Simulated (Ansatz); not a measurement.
**NH+ (SMILES [NH+]): UCCSD(T)/3-21G**

Aim: the energy change on altering one bond length of NH+ at UCCSD(T)/3-21G, from 2 runs. 

Program for the calculation: Ansatz 0.2.0.

8 further runs of the same task are left out: 2 that didn't finish, 6 set aside as unsound or not needed.

## 1. The structure to begin with

NH+ has 2 atoms, charge +1, and is taken as a doublet. SMILES: `[NH+]`. The shape is that of a GFN2-xTB optimisation.

Bond lengths: N1–H2 1.093 Å.

## 2. The energy at UCCSD(T)/3-21G

job.yaml

```yaml
basis:
  gaussian: {orbitals: 3-21G.json}
crystal:
  periodic: [false, false, false]
  atoms:
    - {symbol: N, position_ang: [0.000000, 0.000000, 0.000000]}
    - {symbol: H, position_ang: [0.000000, 0.000000, 1.092650]}
total_charge: 1
magnetization: {spin_polarized: true, initial_magnetization: 1}
correlation: {method: ccsd_t, frozen_orbitals: {H: 0, "N": 1}}
accuracy: high
scf: {omitted_lower_state_checks: [cluster_reference, increment]}
```

The basis set 3-21G is read from a file made from the Basis Set Exchange's data (not shown).

Launch:

```bash
ansatz run job.yaml --threads 1 --pin off --max-ram 2610MiB --events-out events.jsonl --progress --plain --runs-dir runs
```

Standard output, cut to the lines that bear on the results:

```text
Warning: RAYON_NUM_THREADS=1 ignored (pool sized by the plan → 1); use --threads N
Functional definition: HF
  name "HF"
[...]
209 factors; integrals over basis functions are off by at most 3.6e-9 eV
[...]
mean field -1474.76494040 eV, -54.1966119280 hartree, gradient 1.7e-8 eV, S^2 1.202923; 7 other end points of the search recorded, 0 dependent functions left out
1 core orbitals not correlated: weight in the atoms' cores, before any rotation towards them, 1.000 or more for the frozen orbitals, at most 0.000 for the correlated occupied ones
reference -1474.76494040 eV, -54.1966119280 hartree; 3, 2 occupied and 7, 8 virtual orbitals, 209 factors
second order -1.19423365 eV of doubles, -0.00000000 eV of singles
cycle   1  -1.45802951 eV  change   -2.6e-1 eV  update   4.1e-2
[...]
cycle  40  -1.72183920 eV  change   2.1e-10 eV  update  6.7e-11
perturbative correction -0.01819493 eV, -0.0006686513 hartree
Total energy: -1476.50497452 eV, -54.2605570026 hartree
Checks for a lower state left out: cluster_reference, increment
```

Run time: 0.26 s. Hardware: 1 thread of Arm Neoverse V1, shared host.

## 3. The distorted shape, same level

Changes to job.yaml since step 2:

```diff
@@ -5,4 +5,6 @@
   atoms:
-    - {symbol: N, position_ang: [0.000000, 0.000000, 0.000000]}
-    - {symbol: H, position_ang: [0.000000, 0.000000, 1.092650]}
+    - symbol: N
+      position_ang: [0.000000, 0.000000, -0.273150]
+    - symbol: H
+      position_ang: [0.000000, 0.000000, 1.092650]
 total_charge: 1
```

The basis set 3-21G is read from a file made from the Basis Set Exchange's data (not shown).

Launch:

```bash
ansatz run job.yaml --threads 1 --pin off --max-ram 2610MiB --events-out events.jsonl --progress --plain --runs-dir runs
```

Standard output, cut to the lines that bear on the results:

```text
Warning: RAYON_NUM_THREADS=1 ignored (pool sized by the plan → 1); use --threads N
[... 2 set-up lines as earlier in the session ...]
[...]
208 factors; integrals over basis functions are off by at most 2.7e-9 eV
[...]
mean field -1474.03926996 eV, -54.1699440315 hartree, gradient 9.8e-8 eV, S^2 1.295939; 15 other end points of the search recorded, 0 dependent functions left out
1 core orbitals not correlated: weight in the atoms' cores, before any rotation towards them, 1.000 or more for the frozen orbitals, at most 0.000 for the correlated occupied ones
reference -1474.03926996 eV, -54.1699440315 hartree; 3, 2 occupied and 7, 8 virtual orbitals, 208 factors
second order -1.27268109 eV of doubles, -0.00000000 eV of singles
cycle   1  -1.55521533 eV  change   -2.8e-1 eV  update   5.1e-2
[...]
cycle  42  -1.89600628 eV  change   1.7e-10 eV  update  1.2e-10
perturbative correction -0.02713022 eV, -0.0009970171 hartree
Total energy: -1475.96240646 eV, -54.2406179942 hartree
Checks for a lower state left out: cluster_reference, increment
```

Run time: 0.32 s. Hardware: 1 thread of Arm Neoverse V1, shared host.

## 4. What came out

At UCCSD(T)/3-21G, 1 core orbital frozen:

| quantity | value |
| --- | --- |
| first shape: total energy | -54.26056 Eh |
| first shape: correlation energy (1 core orbital frozen) | -63.9 mEh |
| first shape: (T) correction | -0.67 mEh |
| first shape: ⟨S²⟩ of the reference determinant | 1.203 |
| first shape: T1 diagnostic | 0.170 |
| distorted shape: total energy | -54.24062 Eh |
| distorted shape: correlation energy (1 core orbital frozen) | -70.7 mEh |
| distorted shape: (T) correction | -1.00 mEh |
| distorted shape: ⟨S²⟩ of the reference determinant | 1.296 |
| distorted shape: T1 diagnostic | 0.189 |
| energy change with the N1–H2 bond stretched from 1.093 to 1.366 Å | 0.543 eV |

In words: With the N1–H2 bond stretched from 1.093 to 1.366 Å the energy rises by 0.54 eV (52.3 kJ/mol). The first shape isn't relaxed at this level, so the change isn't measured from a minimum. ⟨S²⟩ (first shape) is 1.20 where a pure doublet has 0.75: the reference is spin-contaminated. The T1 diagnostic (first shape) of 0.170 is above the customary mark for such species, so a single reference may not serve. The triples (first shape) make up 1.0 % of the correlation energy. ⟨S²⟩ (distorted shape) is 1.30 where a pure doublet has 0.75: the reference is spin-contaminated. The T1 diagnostic (distorted shape) of 0.189 is above the customary mark for such species, so a single reference may not serve.
